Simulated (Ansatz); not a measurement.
CH₆B, that is [BMeH3]- with one electron fewer. The state is a doublet with charge 0. Geometry PBE-D4/def2-TZVPD, that of the charge -1 singlet; atoms count from 1.

```xyz
8

B    -0.292   -0.639   -0.423
C     0.296    0.647    0.429
H    -0.294    1.572    0.268
H     1.342    0.897    0.156
H     0.298    0.469    1.523
H     0.399   -1.659   -0.217
H    -0.279   -0.399   -1.649
H    -1.469   -0.889   -0.087
```

Q: Estimate the Mulliken populations from the PBE0/def2-TZVPD orbitals of Ansatz.

A: 
| atom | charge (e) | spin (α − β) |
| --- | --- | --- |
| B1 | -0.44 | 0.26 |
| C2 | -0.58 | 0.03 |
| H3 | 0.23 | 0.03 |
| H4 | 0.22 | 0.04 |
| H5 | 0.23 | 0.03 |
| H6 | 0.08 | 0.14 |
| H7 | 0.08 | 0.14 |
| H8 | 0.17 | 0.34 |
Mulliken values depend strongly on the basis. With diffuse functions, as here, like atoms can get unlike values, and bond orders can come out too low or too high.

Q: Where does the spin sit?

A: Summed by element: B 0.26, C 0.03, H 0.71, of 1 unpaired in all. Largest on single atoms: H8 0.34, B1 0.26, H6 0.14.

Q: And the Mayer bond orders between heavy atoms (over 0.3)?

A: B1–C2 1.13 (1.65 Å).
